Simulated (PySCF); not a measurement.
**H3O+ (oxonium) at r2SCAN/6-31G**

What is the vertical ionisation energy of H3O+ (oxonium) at r2SCAN/6-31G? Input form: a Python script.

The results are computed with PySCF 2.14.0.

5 further runs of the same task are left out: 5 set aside as unsound or not needed.

### Step 1. The molecule

H3O+ has 4 atoms, charge +1, and is taken as a singlet. SMILES: `[OH3+]`. The shape is that of a PBE0-D4/def2-TZVP optimisation.

Bond lengths: O1–H2 0.978 Å, O1–H3 0.978 Å, O1–H4 0.978 Å. Angles: H2–O1–H3 113.0°, H2–O1–H4 113.0°, H3–O1–H4 113.0°.

### Step 2. A single-point energy at r2SCAN/6-31G

Input file job.py:

```python
from pyscf import gto, dft

mol = gto.Mole()
mol.atom = [
    ('O', (0.181970, -0.056700, -0.052760)),
    ('H', (0.219060, 0.918440, 0.015140)),
    ('H', (-0.408890, -0.368290, -0.767380)),
    ('H', (0.007860, -0.493450, 0.805020)),
]
mol.charge = 1
mol.max_memory = 1860
mol.verbose = 3
mol.basis = '6-31g'
mol.build()

mf = dft.RKS(mol, xc='r2scan')
mf.conv_tol = 1e-10
mf.grids.level = 5
mf.kernel()
if not mf.converged:
    mf = mf.newton().run(mf.mo_coeff, mf.mo_occ)

e_tot = mf.e_tot
print(f'total energy: {e_tot:.8f} hartree')
```

The run is started by

```bash
$ OMP_NUM_THREADS=1 python job.py
```

The program printed:

```text
converged SCF energy = -76.6299578978677
total energy: -76.62995790 hartree
```

Wall time 1.2 s (1 thread of Intel Xeon 6975P-C (Granite Rapids), shared host); peak memory 0.17 GiB.

### Step 3. Doublet [H3O]2+ at the same level

Input file input.py:

```python
from pyscf import gto, dft

system = gto.M(
    atom='''
O        0.181970      -0.056700      -0.052760
H        0.219060       0.918440       0.015140
H       -0.408890      -0.368290      -0.767380
H        0.007860      -0.493450       0.805020
''',
    max_memory=1860,
    spin=1,
    basis='6-31g',
    charge=2,
    verbose=4,
)

mf = dft.UKS(system, xc='r2scan')
mf.grids.level = 5
mf.conv_tol = 1e-10
mf.kernel()
if not mf.converged:
    mf = mf.newton().run(mf.mo_coeff, mf.mo_occ)

e_final = mf.e_tot
print(f'total energy: {e_final:.8f} hartree')
```

The run is started by

```bash
$ OMP_NUM_THREADS=1 python input.py
```

The program printed:

```text
PySCF version 2.14.0

[INPUT] num. atoms = 4
[INPUT] num. electrons = 9
[INPUT] charge = 2
[INPUT] spin (= nelec alpha-beta = 2S) = 1
[INPUT] symmetry False subgroup None
[INPUT] Mole.unit = angstrom
[INPUT] Symbol           X                Y                Z      unit          X                Y                Z       unit  Magmom
[INPUT]  1 O      0.181970000000  -0.056700000000  -0.052760000000 AA    0.343873462887  -0.107147471263  -0.099701950332 Bohr   0.0
[INPUT]  2 H      0.219060000000   0.918440000000   0.015140000000 AA    0.413963404847   1.735600061846   0.028610453526 Bohr   0.0
[INPUT]  3 H     -0.408890000000  -0.368290000000  -0.767380000000 AA   -0.772690115073  -0.695967234416  -1.450138033469 Bohr   0.0
[INPUT]  4 H      0.007860000000  -0.493450000000   0.805020000000 AA    0.014853247339  -0.932485356167   1.521267324797 Bohr   0.0

nuclear repulsion = 13.9563073672582
number of shells = 11
number of NR pGTOs = 34
number of NR cGTOs = 15
basis = 6-31g
ecp = {}

******** <class 'pyscf.dft.uks.UKS'> ********
method = UKS
initial guess = minao
damping factor = 0
level_shift factor = 0
DIIS = <class 'pyscf.scf.diis.CDIIS'>
diis_start_cycle = 1
diis_space = 8
diis_damp = 0
SCF conv_tol = 1e-10
SCF conv_tol_grad = None
SCF max_cycles = 50
direct_scf = True
direct_scf_tol = 1e-13
number electrons alpha = 5  beta = 4
XC library pyscf.dft.libxc version 7.0.0
    S. Lehtola, C. Steigemann, M. J.T. Oliveira, and M. A.L. Marques.,  SoftwareX 7, 1–5 (2018)
XC functionals = r2scan
    J. W. Furness, A. D. Kaplan, J. Ning, J. P. Perdew, and J. Sun.,  J. Phys. Chem. Lett. 11, 8208-8215 (2020)
    J. W. Furness, A. D. Kaplan, J. Ning, J. P. Perdew, and J. Sun.,  J. Phys. Chem. Lett. 11, 9248-9248 (2020)
    J. W. Furness, A. D. Kaplan, J. Ning, J. P. Perdew, and J. Sun.,  J. Phys. Chem. Lett. 11, 8208-8215 (2020)
    J. W. Furness, A. D. Kaplan, J. Ning, J. P. Perdew, and J. Sun.,  J. Phys. Chem. Lett. 11, 9248-9248 (2020)
radial grids:
    Treutler-Ahlrichs [JCP 102, 346 (1995); DOI:10.1063/1.469408] (M4) radial grids

becke partition: Becke, JCP 88, 2547 (1988); DOI:10.1063/1.454033
pruning grids: <function nwchem_prune>
grids dens level: 5
symmetrized grids: False
atomic radii adjust function: <function treutler_atomic_radii_adjust>
small_rho_cutoff = 0
Set gradient conv threshold to 1e-05
tot grids = 113600
init E= -76.99228340207
[... the frontier-level lines of each cycle are left out ...]


cycle= 1 E= -75.6802623474049  delta_E= 1.31  |g|= 0.311  |ddm|= 1.06
cycle= 2 E= -75.6928646591997  delta_E= -0.0126  |g|= 0.309  |ddm|= 0.396
cycle= 3 E= -75.7282343471814  delta_E= -0.0354  |g|= 0.0151  |ddm|= 0.174
cycle= 4 E= -75.7283818820976  delta_E= -0.000148  |g|= 0.00293  |ddm|= 0.0159
cycle= 5 E= -75.7283904969782  delta_E= -8.61e-06  |g|= 0.00083  |ddm|= 0.00349
cycle= 6 E= -75.728391245639  delta_E= -7.49e-07  |g|= 4.09e-05  |ddm|= 0.00126
cycle= 7 E= -75.7283912475714  delta_E= -1.93e-09  |g|= 3.15e-06  |ddm|= 7.15e-05
cycle= 8 E= -75.7283912475793  delta_E= -7.9e-12  |g|= 1.45e-07  |ddm|= 5.19e-06
Extra cycle  E= -75.7283912475793  delta_E= -2.84e-14  |g|= 5.32e-08  |ddm|= 1.78e-07
converged SCF energy = -75.7283912475793  <S^2> = 0.75249351  2S+1 = 2.002492
total energy: -75.72839125 hartree
```

It took 2.3 s on 1 thread of Intel Xeon 6975P-C (Granite Rapids), shared host; peak memory 0.19 GiB.

### Step 4. Results

Level: r2SCAN/6-31G.

```
                                            quantity         value
                          singlet H3O+: total energy  -76.62996 Eh
                           singlet H3O+: HOMO energy     -18.76 eV
                           singlet H3O+: LUMO energy      -6.95 eV
                         singlet H3O+: HOMO–LUMO gap      11.81 eV
                       doublet [H3O]2+: total energy  -75.72839 Eh
 doublet [H3O]2+: HOMO energy (highest over α and β)     -35.81 eV
  doublet [H3O]2+: LUMO energy (lowest over α and β)     -29.70 eV
                               doublet [H3O]2+: ⟨S²⟩         0.752
vertical ionisation energy (to the doublet dication)     24.533 eV
```

Removing an electron at fixed nuclei costs 24.53 eV (566 kcal/mol). −ε(HOMO) before ionisation, 18.76 eV, is 5.77 eV below this ionisation energy. Mulliken charges (singlet H3O+) run from -0.63 on O1 to +0.54 on H2; they depend strongly on the basis. Mulliken charges (doublet [H3O]2+) run from -0.01 on O1 to +0.67 on H2; they depend strongly on the basis.
